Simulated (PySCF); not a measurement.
**Frontier levels across methods**

Species: C₅H₆S.
Geometry (PBE0-D3(BJ)/def2-SVP, Å), atoms numbered from 1 in this order:
```
atom  x, y, z in Å
C1    -1.7228   -0.1720   -0.1511
C2    -0.2602    0.1113   -0.0115
C3     0.7545   -0.8978   -0.0063
C4     2.0175   -0.3897    0.1325
S5     1.9975    1.3222    0.2592
C6     0.2851    1.3642    0.1255
H7    -2.3146    0.7533   -0.1257
H8    -1.9400   -0.6858   -1.1012
H9    -2.0817   -0.8251    0.6603
H10    0.5462   -1.9651   -0.1031
H11    2.9613   -0.9324    0.1670
H12   -0.2429    2.3169    0.1544
```

Basis pcSseg-1 throughout (PySCF), one geometry. Geometry: PBE0-D3(BJ)/def2-SVP; no solvent, vibrations or thermal averaging.

How do the orbital energies, the gap and the dipole change with the method?

```csv
method,kind,HOMO (eV),LUMO (eV),gap (eV),μ (D),SCF cycles
BLYP,GGA,-5.47,-0.96,4.51,0.77,16
B97-D,GGA,-5.59,-1.05,4.54,0.85,15
KT3,GGA,-5.65,-1.08,4.58,0.83,15
OPBE,GGA,-5.66,-1.06,4.60,0.89,16
KT2,GGA,-5.67,-1.11,4.57,0.88,16
PBE,GGA,-5.67,-1.13,4.54,0.84,15
BP86,GGA,-5.77,-1.24,4.54,0.87,14
LDA,LDA,-5.85,-1.33,4.52,0.88,14
B97-2,global hybrid,-6.47,-0.32,6.16,0.91,13
B3LYP,global hybrid,-6.48,-0.44,6.03,0.84,14
PBE0,global hybrid,-6.72,-0.27,6.45,0.92,14
mPW1PW91,global hybrid,-6.74,-0.29,6.45,0.92,14
BHandHLYP,global hybrid,-7.55,0.76,8.31,0.93,12
CAM-B3LYP,range-separated hybrid,-7.94,0.85,8.79,0.87,12
wB97X-D,range-separated hybrid,-8.53,1.45,9.98,0.96,13
HF,Hartree–Fock,-8.78,3.31,12.09,1.10,11
LC-wPBE,range-separated hybrid,-9.31,1.84,11.14,0.95,13
```

The HOMO spans 3.84 eV, from BLYP down to LC-wPBE, and the gap runs from 4.51 eV (BLYP) to 12.09 eV (HF). Over the methods BLYP (0 %), B97-D (0 %), KT3 (0 %), OPBE (0 %), KT2 (0 %), PBE (0 %), BP86 (0 %), LDA (0 %), B97-2 (21 %), B3LYP (20 %), PBE0 (25 %), mPW1PW91 (25 %), BHandHLYP (50 %), HF (100 %), a straight line through the gap against the share of exact exchange rises by 0.75 eV for each 10 % (correlation coefficient 1.000). The dipole ranges from 0.77 D (BLYP) to 1.10 D (HF). This basis has no diffuse functions.

The vertical ΔSCF ionisation energy at PBE0/def2-SVPD is 8.64 eV; −ε(HOMO) comes closest to it with wB97X-D (8.53 eV) and HF (8.78 eV).
